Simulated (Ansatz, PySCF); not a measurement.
# Lattice constant a of rock-salt MgS: levels of theory against measurement

Reference value: 5.188 Å (measured, corrected for zero-point motion; as tabulated in Goldzak et al. (2022), arXiv:2208.04865).

What do LDA, PBE, PBEsol-D3(BJ), r²SCAN+rVV10, MP2 give, and how far is each from the reference?


```
level (code)               value (Å)  error (%)
----------------------  ------------  ---------
LDA (Ansatz)                   5.129      -1.14
PBE (Ansatz)                   5.230      +0.81
PBEsol-D3(BJ) (Ansatz)         5.119      -1.33
r²SCAN+rVV10 (Ansatz)          5.189      +0.02
MP2 (PySCF)             5.179 ± 0.02      -0.17
```

Once the reference is moved by up to 0.30 % (a margin picked here for doubts on the reference and the settings) and values within 0.10 % count as equal, the nearest can be r²SCAN+rVV10 (+0.02 %) or MP2 (-0.17 %). By the same margin the farthest can be PBEsol-D3(BJ) (-1.33 %) or PBE (+0.81 %). Within 2 %: LDA, PBE, PBEsol-D3(BJ), r²SCAN+rVV10, MP2.

A ± on a computed value is a rough bar: the spread of its extrapolation, a floor set from checks against published values, or a statistical error. Cutoffs differ between the levels. Ansatz's density-functional and Hartree–Fock values are scalar-relativistic unless marked +SOC, with PAW data made under PBE.

Differences are worked out from the printed values.

Ansatz is a quantum-chemistry and plane-wave program.
